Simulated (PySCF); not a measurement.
Gas-phase reaction: 4 BH + N2 + 2 NH2 = 4 HBNH

Energies from PySCF (xtb for GFN2), thermal terms from the rigid-rotor harmonic-oscillator model, ideal gas at 1 bar. † marks an energy on the PBE0/def2-TZVP geometry and frequencies; other levels use their own. MP2 and CCSD(T) freeze the core. Open shells (unrestricted): NH2 (multiplicity 2); the rest are closed-shell singlets. GFN2 has no spin-polarisation term. HBNH: computed as isolated molecules; such fragments, hydroxides, amides, oligomers or adducts are transient or little studied in the gas. MP2 isn't extrapolated to the basis-set limit; its ΔH°(298 K) is -2094.9 kJ in def2-SVP and -2061.2 kJ in def2-TZVPP. CCSD(T) isn't extrapolated to the basis-set limit; its ΔH°(298 K) is -1910.6 kJ in def2-SVP and -1874.5 kJ in def2-TZVPP. The harmonic model lacks anharmonicity and excited electronic states, which grow with temperature; levels with a mode under 35 cm⁻¹ are left out.

| level | ΔE electronic, kJ | ΔH°(298 K), kJ | ΔS°(298 K), J/K | ΔG°(1000 K), kJ |
|---|---|---|---|---|
| BLYP/def2-TZVP† | -2079 | -2006 | -428 | -1578 |
| CCSD(T)/def2-SVP† | -1983 | -1911 | -428 | -1482 |
| CCSD(T)/def2-TZVPP† | -1947 | -1875 | -428 | -1446 |
| GFN2-xTB | -2758 | -2696 | -416 | -2282 |
| HF/def2-TZVP† | -1654 | -1582 | -428 | -1153 |
| M06-2X/def2-TZVP† | -2090 | -2017 | -428 | -1588 |
| MP2/def2-SVP† | -2168 | -2095 | -428 | -1666 |
| MP2/def2-TZVPP† | -2134 | -2061 | -428 | -1633 |
| PBE0/def2-SVP† | -2183 | -2110 | -428 | -1681 |
| r2SCAN/def2-TZVP† | -2151 | -2079 | -428 | -1650 |
| ωB97M-V/def2-TZVP† | -2064 | -1991 | -428 | -1562 |
ΔH° is lowest at GFN2-xTB and highest at HF/def2-TZVP†. No reference value is set beside these.
